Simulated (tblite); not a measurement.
Species: C₃H₆ (triplet state).
Bonds: C1–C2, C2–C3. Hydrogens: H4, H5, H6 on C1; H7, H8, H9 on C3.

Computed with GFN2-xTB (tblite), gas phase: L-BFGS steps from a force-field or distance-geometry start until the largest atomic force falls under 0.01 eV/Å.

Step 7: E = -252.8907 eV
```
atom  x, y, z in Å  |  force x, y, z in eV/Å
C1     -1.2892   -0.1984   -0.0188    0.123   0.028   0.006
C2      0.0132   -0.2185   -0.6955   -0.072  -0.162   0.209
C3      1.3054    0.1536   -0.1013   -0.343   0.018  -0.159
H4     -1.4813   -1.1125    0.5648    0.105  -0.021  -0.049
H5     -2.1675   -0.0712   -0.6661    0.423   0.065  -0.056
H6     -1.2396    0.6390    0.6898   -0.367   0.017   0.045
H7      2.0006   -0.6958    0.0481   -0.312   0.290  -0.081
H8      1.8175    0.9065   -0.7192    0.006  -0.185   0.154
H9      1.0546    0.6034    0.8730    0.437  -0.051  -0.069
```

Step 8: E = -252.9166 eV
```
atom  x, y, z in Å  |  force x, y, z in eV/Å
C1     -1.2950   -0.1968   -0.0187   -0.004   0.000   0.212
C2      0.0098   -0.2145   -0.6838   -0.057  -0.064   0.307
C3      1.3044    0.1555   -0.1034   -0.056   0.072   0.027
H4     -1.5005   -1.1183    0.5589    0.189   0.090  -0.072
H5     -2.1666   -0.0834   -0.6755    0.390   0.114  -0.111
H6     -1.2819    0.6442    0.6996   -0.252  -0.155  -0.123
H7      2.0091   -0.6908    0.0366   -0.390   0.231  -0.075
H8      1.8317    0.8969   -0.7256   -0.108  -0.149   0.124
H9      1.1025    0.6133    0.8867    0.287  -0.139  -0.287
```

Task: Estimate the geometry and energy of step 9. (The exact step hangs on the optimiser's Hessian estimate; all steps are aligned on step 8, rigid shifts and turns removed.)

Result: E = -252.9369 eV, largest force 0.366 eV/Å
```
atom  x, y, z in Å  |  force x, y, z in eV/Å
C1     -1.2984   -0.1957   -0.0156   -0.097  -0.024   0.304
C2      0.0060   -0.2141   -0.6705   -0.022   0.027   0.297
C3      1.3007    0.1579   -0.1056    0.170   0.099   0.150
H4     -1.5100   -1.1217    0.5539    0.196   0.106  -0.039
H5     -2.1571   -0.0894   -0.6846    0.272   0.128  -0.181
H6     -1.3173    0.6462    0.7054   -0.144  -0.210  -0.172
H7      2.0072   -0.6829    0.0271   -0.330   0.054  -0.060
H8      1.8400    0.8875   -0.7277   -0.163  -0.048   0.021
H9      1.1426    0.6181    0.8923    0.118  -0.134  -0.319
```

The energy changes by -0.0204 eV. The first-order estimate −F·Δx gives -0.0282 eV and the mean of the old and new forces, exact on a quadratic surface, -0.0204 eV. The step makes an angle of 62° with the force vector and moves no atom by more than 0.041 Å.

The cost below is that of the whole relaxation. On one thread of an Arm Neoverse V1, on a shared host, this took 0.16 s wall.
